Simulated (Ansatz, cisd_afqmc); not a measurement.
System: F₂, charge 1, doublet. F2+ (parent SMILES FF, doublet).
B3LYP-D3(BJ)/def2-TZVP minimum from Ansatz (an electronic-structure program):
```
F
F 1 1.2931
```
Charge +1, spin multiplicity 2.

Total energies in aug-cc-pVDZ, 13 correlated electrons, 2 frozen orbitals. UHF or UKS for unpaired electrons; spin-orbit terms are left out. Correlated methods leave the cores frozen. No relativity. AFQMC is phaseless with a CISD trial state; ± is one standard error, without the phaseless bias. Outlying blocks are dropped, and bars are widened where a walk drifts. Over all cases where full CI ran beside it in this data, AFQMC minus full CI had a median of +0.1 mEh and passed +0.4 mEh in a tenth of the cases. The determinant of F2+ (parent SMILES FF, doublet) is a saddle point of the SCF energy; a lower one exists, which strains HF and MP2.

| method | program | energy (Eh) | minus CCSDT(Q) (mEh) |
|---|---|---|---|
| HF | Ansatz | -198.13158 | 443.67 |
| MP2 | Ansatz | -198.56081 | 14.44 |
| CCSD | Ansatz | -198.55697 | 18.27 |
| CCSD(T) | Ansatz | -198.57173 | 3.52 |
| CCSDT(Q) | Ansatz | -198.57525 | 0.00 |
| AFQMC/CISD | cisd_afqmc | -198.5715 ± 0.0004 | 3.8 ± 0.4 |

Rough core times of Ansatz's runs on a shared machine: CCSD(T) under 20 s, CCSDT(Q) 3 min.
